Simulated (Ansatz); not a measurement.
# Worked example: the step energy

An elementary step of CH$_{7}$NSi, closed shell (CH₄Si ([CH3][SiH]) + NH₃ → CH₇NSi ([CH3][SiH2][NH2]); H–N broken or loosened, Si–H, Si–N formed or tightened). “Start” and “end” are the PBE0-D4/def2-TZVP structures reached by relaxing down either side of its saddle point, with the molecules still in contact.

Program: Ansatz 0.2.0. Basis: def2-TZVPP and def2-QZVPP. Cores are frozen in the correlated methods.

Energies in eV:

| quantity | end | start |
| --- | --- | --- |
| Hartree–Fock, triple zeta (X = 3) | -10487.67570 | -10485.64405 |
| Hartree–Fock, quadruple zeta (X = 4) | -10488.06568 | -10486.01454 |
| MP2 correlation, X = 3 | -14.35694 | -14.49884 |
| MP2 correlation, X = 4 | -15.34973 | -15.47497 |
| CCSD(T) correlation, X = 3 | -15.99650 | -16.25681 |

(1) Work out the step energy at the basis limit: extrapolate Hartree–Fock as E(X) = E∞ + A exp(−7.88 √X) and the MP2 correlation as E(X) = E∞ + B X^−2.97 (the exponents that Neese and Valeev fitted for def2-TZVPP and QZVPP), then add CCSD(T) − MP2 in triple zeta.

No T1 diagnostic of these runs exceeds 0.013. The restricted Hartree–Fock reference is unstable towards an unrestricted one at one or more of these structures.

## Answers

(1) Each step is linear, so take the differences first (end − start): Hartree–Fock -2.03165 (X = 3) and -2.05114 (X = 4); MP2 correlation 0.14190 and 0.12524; CCSD(T) correlation 0.26031.
Two points give E∞ = E(4) + w [E(4) − E(3)], with w = 1/(exp(7.88 (2 − √3)) − 1) = 0.1377 for Hartree–Fock and w = 1/((4/3)^2.97 − 1) = 0.7407 for the correlation.
Hartree–Fock: -2.05114 + 0.1377 × (-0.01949) = -2.0538 eV.
MP2 correlation: 0.12524 + 0.7407 × (-0.01666) = 0.1129 eV.
CCSD(T) − MP2: 0.26031 − 0.14190 = 0.1184 eV.
Sum: -2.0538 + 0.1129 + 0.1184 = -1.8225 eV, or -42.03 kcal/mol. Plain CCSD(T) in triple zeta gives -1.7713 eV, so the larger basis shifts the result by -0.0512 eV.

Losses and insertions of silylenes and their heavier kin drive the gas-phase chemistry of silicon and germanium vapour deposition.

Labels in which every atom is bracketed show which atoms are joined, not bond orders.

For scale, one of the runs: CCSD(T)/def2-TZVPP, 202 basis functions, launched by `ansatz run in.yaml --threads 2 --pin off --events-out ev --progress --plain --max-ram 4352MiB`. Time: 18 s of wall clock on 2 CPU threads; the host was shared. Peak host memory: 2.7 GiB.
